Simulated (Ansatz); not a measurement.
# CHCl3 (singlet): from Hartree-Fock to the top rungs, STO-3G

The task here is to estimate one member of a computed series from the others.

Computed with Ansatz 0.2.0, Gaussian basis. Level: STO-3G, core rule «outside noble gas», up to 16 orbitals frozen.

Plan: UHF; CCSD(T) on RHF; BCCD(T) on RHF; CISD; CCSDT(Q) on RHF; CISDTQ; CCSDTQ on RHF; CASSCF and MRCISD+Q, 8 electrons in 8 orbitals; CASSCF and NEVPT4(SD), 8 electrons in 8 orbitals; CASSCF and NEVPT2, 8 electrons in 8 orbitals; Full CI.

18 further runs of the same task are left out: 1 that didn't finish, 17 set aside as unsound or not needed.

## The system

The geometry is an MP2(full)/6-31G* stationary point (not a proven minimum).

5 atoms, charge 0, spin multiplicity 1.

Atoms are counted from 1 here; the program's logs count them from 0.

Bond lengths: C1–H2 1.086 Å, C1–Cl3 1.765 Å, C1–Cl4 1.765 Å, C1–Cl5 1.765 Å. Angles: H2–C1–Cl3 107.6°, H2–C1–Cl4 107.6°, H2–C1–Cl5 107.6°, Cl3–C1–Cl4 111.2°, Cl3–C1–Cl5 111.2°, Cl4–C1–Cl5 111.2°.

Geometry (Å):

```
atom    x (Å)    y (Å)    z (Å)
  C1   0.0000   0.0000   0.4675
  H2   0.0000   0.0000   1.5534
 Cl3   0.0000   1.6817  -0.0675
 Cl4   1.4564  -0.8409  -0.0675
 Cl5  -1.4564  -0.8409  -0.0675
```

The first run:

Contents of in.yaml:

```yaml
crystal:
  periodic: [false, false, false]
  atoms:
    - {symbol: C, position_ang: [0.000000, 0.000000, 0.467457]}
    - {symbol: H, position_ang: [0.000000, 0.000000, 1.553364]}
    - {symbol: Cl, position_ang: [0.000000, 1.681723, -0.067509]}
    - {symbol: Cl, position_ang: [1.456415, -0.840862, -0.067509]}
    - {symbol: Cl, position_ang: [-1.456415, -0.840862, -0.067509]}
basis:
  gaussian: {orbitals: STO-3G}
magnetization: {spin_polarized: true, initial_magnetization: 0}
hamiltonian: {xc: hf}
output: {orbitals: {seedname: orbitals}}
```

On the command line:

```
> ansatz run in.yaml --threads 1 --pin off --events-out ev --progress --plain --max-ram 2560MiB --backend cpu
```

Steps of the session up to this table: UHF; CCSD(T) on RHF; BCCD(T) on RHF; CISD; CCSDT(Q) on RHF; CISDTQ; CCSDTQ on RHF; CASSCF and MRCISD+Q, 8 electrons in 8 orbitals; CASSCF and NEVPT4(SD), 8 electrons in 8 orbitals; CASSCF and NEVPT2, 8 electrons in 8 orbitals; Full CI.

One of the session's tables, all rows but one given; the rest of the session is left out.

```
             method  from FCI (meV)
                RHF         +2892.0
               RMP2          +588.5
               CISD               ?
              RCCSD           +54.5
           RCCSD(T)           +13.4
            BCCD(T)           +13.7
             RCCSDT            +3.4
             CISDTQ            +6.1
          RCCSDT(Q)            +0.3
            RCCSDTQ            +0.1
    CASSCF frontier          +336.4
    NEVPT2 frontier          +102.2
NEVPT4(SD) frontier           +16.4
    MRCISD frontier            +5.5
  MRCISD+Q frontier            +1.8
                FCI               0
```

Q: Estimate the row for CISD from the others.

As computed: from FCI (meV): +181.6. In the column «from FCI (meV)» it lies between NEVPT2 frontier (+102.2) and CASSCF frontier (+336.4).
